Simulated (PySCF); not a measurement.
Deprotonation sites of vinyl bromide

Molecule: `C=CBr` (C2H3Br). Atom numbers as in the mapped SMILES `[CH2:1]=[CH:2][Br:3]`.

Computed at PBE0-D3(BJ)/ma-def2-TZVP // PBE0-D3(BJ)/ma-def2-SVP with PySCF (density fitting, grid level 2). Thermal corrections: PBE0-D3(BJ)/ma-def2-SVP frequencies, unscaled, ideal gas at 298.15 K and 1 bar, quasi-RRHO entropy.

| site | product | ΔH(acid) / eV | ΔG(acid) / eV |
| --- | --- | --- | --- |
| C2 (alkene carbon) | `C=[C-]Br` | 16.45 | 16.10 |

ΔH and ΔG refer to AH → A⁻ + H⁺ in the gas phase. Sites whose products fell apart, merged with another or lost in a GFN2-xTB screen aren't listed.

In acetonitrile the product from C2 is solvated 2.40 eV more strongly than the parent (electrostatics only).

Known limits: atoms from Ga to Kr are treated without relativity; C1 is not listed: the run failed or kept an imaginary mode, or the ion rearranged or equalled another.

Run with `OMP_NUM_THREADS=1 python redox_run.py task.json out` on 1 thread of Arm Neoverse N1, a shared host. Structures, frequencies and single points: 2.7 min of wall time.
